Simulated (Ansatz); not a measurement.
This geometry of C₂H₇NO (11 atoms, charge 0, multiplicity 1) is a first-order saddle point.

These are results of Ansatz 0.2.0, RKS PBE/6-31G, not measurements.

```xyz
11
Properties=species:S:1:pos:R:3
C -0.767 1.293 -0.302
O -1.015 0.029 0.386
C 0.222 -0.722 0.745
N 0.967 -1.295 -0.329
H -1.274 1.288 -1.283
H -1.170 2.125 0.302
H 0.313 1.472 -0.474
H -0.177 -1.510 1.400
H 0.892 -0.059 1.326
H 0.490 -1.994 -0.893
H 1.585 -0.683 -0.858
```

Task: Which two structures does it join? (They come from a converged band through this point; their orientation in space is the band's.)

Result: No bond is made or broken. The dihedral H7–C1–O2–C3 goes from -60 to 62°. The two ends are copies of one structure, up to a mirror image or an exchange of like atoms.

Initial state:

```xyz
11
Properties=species:S:1:pos:R:3
C -0.560 1.400 0.001
O -0.776 0.189 0.775
C 0.337 -0.792 0.621
N 0.515 -1.375 -0.670
H -0.511 1.197 -1.088
H -1.421 2.053 0.203
H 0.372 1.923 0.304
H 0.066 -1.563 1.357
H 1.283 -0.301 0.924
H -0.243 -1.952 -1.026
H 1.004 -0.836 -1.380
```

Final state:

```xyz
11
Properties=species:S:1:pos:R:3
C -0.799 1.189 -0.468
O -1.074 -0.025 0.283
C 0.166 -0.662 0.811
N 1.082 -1.190 -0.148
H -1.775 1.585 -0.784
H -0.283 1.951 0.156
H -0.181 0.994 -1.368
H -0.240 -1.468 1.439
H 0.699 0.075 1.444
H 0.755 -1.959 -0.727
H 1.715 -0.548 -0.617
```

Task: How far does it lie above each of them?

Result: 2.2 kcal/mol above the first and 2.2 kcal/mol above the second. This is the barrier of this one path; another mechanism may lie lower. Limits of this set-up: no polarisation functions.

Time of the run: 56 s on 1 thread of Arm Neoverse V2 (shared host), peak memory 0.099 GiB.
